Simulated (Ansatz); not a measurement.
A nudged elastic band was laid between two geometries of BFH$_{5}$N (8 atoms, charge 0, multiplicity 1).

Method: Ansatz, RKS revPBE/def2-SVP.

```yaml
movable_images: 7
climbing_image: yes
spring: 5.0 eV/Å²
optimiser: quadratic models (default)
start_path: through a guess of the saddle point
force_threshold: 0.2 eV/Å
iteration_limit: 60
end_points: relaxed
```

Image 0:

```xyz
8
Properties=species:S:1:pos:R:3
B 0.025 -0.113 0.165
F 0.224 0.700 1.293
H 0.969 -0.126 -0.638
H -1.105 -0.036 -0.337
N 0.049 -1.684 0.797
H -0.113 -2.385 0.061
H 0.955 -1.894 1.243
H -0.682 -1.802 1.515
```

Image 8:

```xyz
8
Properties=species:S:1:pos:R:3
B 0.100 -0.570 -0.371
F -0.411 0.242 2.378
H 1.103 0.090 -0.548
H -0.983 -0.266 -0.825
N 0.201 -1.757 0.394
H -0.571 -2.420 0.492
H 1.095 -2.135 0.715
H -0.209 -0.525 1.862
```

Q: What changes between the two ends?

A: Bonds broken: B1–F2, N5–H8. Bonds formed: F2–H8. BFH5N becomes BH4N + FH.

Q: What energy profile does the band end with?

A: It converged. The highest image is number 6 of 0 to 8, 28.5 kcal/mol above the first end and 7.6 kcal/mol above the last; the last end lies 20.8 kcal/mol above the first. The threshold of 0.2 eV/Å is loose, so the images may lie well off the minimum-energy path. Another band between the same ends (7 images) ends at a top of the same energy, where a vibrational analysis finds 1 clearly imaginary mode. The orbitals stay closed-shell, which can raise the energy where a bond breaks towards radicals; this wasn't checked here.

```
image  path coordinate (Å)  energy (kcal/mol)  B1–F2 (Å)  N5–H8 (Å)  F2–H8 (Å)
    0                 0.00                0.0       1.41       1.03       2.67
    1                 0.37                0.3       1.41       1.03       2.53
    2                 0.74                0.8       1.41       1.03       2.41
    3                 1.11                1.5       1.41       1.03       2.23
    4                 1.48                4.1       1.44       1.04       1.89
    5                 1.85               16.4       1.57       1.13       1.44
    6                 2.22               28.5       1.82       1.43       1.09
    7                 2.75               23.0       2.39       1.80       0.96
    8                 3.27               20.8       2.91       1.96       0.95
```

Q: What is the geometry of the highest image?

A: 
```xyz
8
Properties=species:S:1:pos:R:3
B 0.032 -0.384 -0.020
F -0.291 0.277 1.641
H 1.076 0.149 -0.343
H -1.004 -0.178 -0.623
N 0.148 -1.752 0.647
H -0.563 -2.456 0.432
H 1.074 -2.188 0.690
H -0.148 -0.807 1.674
```

The run took 110 s on 1 thread of Arm Neoverse V1, with other jobs on the host, peak memory 0.11 GiB.
